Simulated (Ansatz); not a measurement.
`C=CS` at its PBE0-D4/def2-TZVP geometry, where that method's forces vanish. The species carries charge 0 and has multiplicity 1.

```csv
atom,x (Å),y (Å),z (Å)
C1,-0.453,0.477,0.933
C2,-0.106,-0.216,-0.144
S3,1.327,0.119,-1.092
H4,-1.355,0.226,1.475
H5,0.140,1.306,1.304
H6,-0.716,-1.041,-0.495
H7,1.163,-0.871,-1.980
```

For each bond, give half the difference of the two atoms' forces along it (eV/Å; positive pushes the atoms apart) under PBE-D4, r2SCAN-D4, B3LYP-D4, ωB97M-V in def2-TZVPP. (Best estimate.)

Ansatz gave: 
```
 bond  length (Å)  PBE-D4  r2SCAN-D4  B3LYP-D4  ωB97M-V
C1–C2       1.327    0.42       0.21      0.07    -0.09
C1–H4       1.083    0.00      -0.08     -0.09    -0.04
C1–H5       1.084   -0.01      -0.09     -0.06    -0.02
C2–S3       1.751    0.01       0.05      0.24     0.25
C2–H6       1.084    0.01      -0.09     -0.14    -0.11
S3–H7       1.340    0.25       0.00     -0.03    -0.10
```

B3LYP here is the variant with VWN-RPA as its local correlation; programs differ in this.
